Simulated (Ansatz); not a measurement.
NS⁺, singlet: the ladder up to full CI

Geometry: that of the NS⁺, triplet, kept fixed.

```csv
atom,x (Å),y (Å),z (Å)
N,0.0000,0.0000,0.0000
S,0.0000,0.0000,1.5946
```

Basis 6-31G; Ansatz 0.2.0. Only valence electrons are correlated (noble-gas cores frozen), which leaves 10 electrons in 16 orbitals. Prefix R: restricted or restricted open-shell reference; prefix U: unrestricted. Active spaces: valence = (10e, 8o) chosen from the atoms' valence shells.

Full CI is exact within this basis and frozen core; it isn't the basis-set limit. The frozen core follows each run's orbitals, which can shift R against U totals by a few meV.

Unrestricted rows (U) aren't spin-pure: their determinants' ⟨S²⟩ exceeds S(S+1) by up to 1.38, so they mix in states of higher spin.

```
UHF ⟨S²⟩                          : 1.376
T1 diagnostic (RCCSD)             : 0.0311
largest doubles amplitude (RCCSD) : 0.188
```

| level | E − E(RHF) (eV) |
| --- | --- |
| UHF | -1.7736 |
| RMP2 | -7.5221 |
| UMP2 | -4.6789 |
| RCCSD* | -6.4820 |
| UCCSD* | -6.5735 |
| RCCSD(T)* | -6.8301 |
| UCCSD(T)* | -6.7567 |

Estimate how far full CI in 6-31G lies from RCCSD(T). The table doesn't fix it; the size of (T) and the diagnostics are the guide.

Full CI in 6-31G lies 11.2 kJ/mol below RCCSD(T), which is 33 % of the (T) step (-33.6 kJ/mol). T1 is raised, a doubles amplitude is large, RHF is unstable towards spin polarisation, and the rest is a large part of (T). The miss exceeds 1 kcal/mol.

The other levels:

```csv
level,E − E(full CI) (kJ/mol),share of correlation (%),wall time
CISD,106.9,84.04,2.2 s
BCCD(T)*,10.2,98.47,4.5 s
RCCSDT,12.3,98.16,–
UCCSDT*,14.0,97.91,–
CISDTQ,11.3,98.32,6 s
RCCSDT(Q),-0.7,100.11,3 s
UCCSDT(Q)*,4.6,99.32,15 s
RCCSDTQ,2.3,99.65,16 s
UCCSDTQ,1.9,99.71,2.2 min
CASSCF (valence space),132.3,80.27,–
NEVPT2 (valence space),31.4,95.31,3.7 s
MRCISD (valence space),4.0,99.40,–
MRCISD+Q (valence space),1.2,99.82,6.5 s
```

An asterisk marks runs whose energy the program itself flagged as in doubt.

The correlation energy at full CI, counted from RHF, is -6.947 eV. That run took 70 s on 1 thread of Intel Xeon, shared host over 4,777,056 determinants.

Times hold each run's SCF and search for its determinant on a shared host, so for small cases they say little of a method's own cost; they ran on 1 thread of Intel Xeon.

More than 5 meV below full CI, which no variational method can be: RMP2, RCCSDT(Q).

The full-CI state has the irrep A1 of C2v, in the program's axes (one component, if the state is degenerate).

Natural occupations of full CI about the gap: 1.988 1.970 1.942 1.849 1.849 0.156 0.156 0.056 0.010 0.005; effectively unpaired electrons, Σ n²(2−n)², 0.35.
